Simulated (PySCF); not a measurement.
**oxygen difluoride: calculation against experiment**

**What was measured.**

From NIST CCCBDB Release 22 (SRD 101), experimental dipoles, for the gas: dipole moment (microwave Stark effect) 0.297 D.

How close the calculation comes is told at the end.

Oxygen difluoride, OF2.
Numbering: `[F:1][O:2][F:3]`

Geometry (GFN2-xTB, Å), atoms numbered from 1 in this order:
```xyz
3
OF2 angstrom
F     -1.0861   -0.2789   -0.0025
O      0.0019    0.5473   -0.0115
F      1.0956   -0.2709    0.0014
```

Runs made with PySCF (gas phase, on this GFN2-xTB geometry; no spin–orbit coupling):

```csv
level,job,basis functions,wall time
PBE0/pcSseg-1,"shieldings, charges and field gradients",51,1.2 s
B3LYP/pcJ-1,spin–spin couplings from 3 perturbed nuclei,81,1.2 s
```

Hardware: one thread of an x86-64 server, no GPU (shared host).

**Comparison with experiment**

**Dipole moment.** Measured: 0.297 D (NIST CCCBDB Release 22 (SRD 101), experimental dipoles).

```json
{"level": "PBE0/pcSseg-1", "computed (D)": "0.229", "computed − measured (D)": "-0.068"}
{"level": "B3LYP/pcJ-1", "computed (D)": "0.234", "computed − measured (D)": "-0.063"}
```

Closest is B3LYP/pcJ-1 (-0.063 D), furthest PBE0/pcSseg-1 (-0.068 D); one molecule doesn't rank methods. The computed dipoles belong to one fixed geometry; measured ones are averaged over vibrations unless marked μe. Magnitudes are compared, not signs.

The geometry is computed, not the measured one. Where a level misses, the cause wasn't examined.
